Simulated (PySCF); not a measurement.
# C4H5P: the cost of one run

Programs: PySCF 2.14.0, with density-fitted response routines of our own. Each step states its level of theory. These are calculated values for one molecule in the gas phase, unless marked as measured. Atoms are numbered from 0 throughout.

## (1) The starting structure

10 atoms, charge 0, multiplicity 1; geometry from: GFN2-xTB. The atoms were then displaced at random by about 0.01 Å, so the start is not that level's minimum.

Bonds of the start (Å): C0–C1 1.42, C1–C2 1.35, C2–P3 1.76, P3–C4 1.82, C4–C0 1.38, C0–H5 1.05, C1–H6 1.09, C2–H7 1.11, P3–H8 1.42, C4–H9 1.08.

## (2) Geometry optimisation at PBE0-D3(BJ)/def2-SVP

Job settings and geometry (Å):

```
{"job": {"xc": "PBE0", "basis": "def2-SVP", "d3": "d3bj", "grid": 1, "shake": 0.01, "kind": "geom"}, "charge": 0, "multiplicity": 1}
C     -0.348470    -1.081940     0.270420
C      0.968580    -0.619240     0.000020
C      1.035890     0.658600    -0.428740
P     -0.549460     1.370030    -0.685600
C     -1.308960    -0.122260     0.035080
H     -0.581630    -2.044660     0.629880
H      1.834250    -1.261870     0.159050
H      1.981120     1.181400    -0.683160
H     -0.611540     2.149740     0.496560
H     -2.369350    -0.250740     0.185440
```

Run with:

```
$ OMP_NUM_THREADS=1 python probes_run.py task.json out
```

One launch serves the whole session: the jobs run in the order shown.

Q: Estimate the wall time and peak memory of this first job on 1 thread of Intel Xeon 6975P-C, shared host.

About 24 s, with a peak of 0.42 GiB.
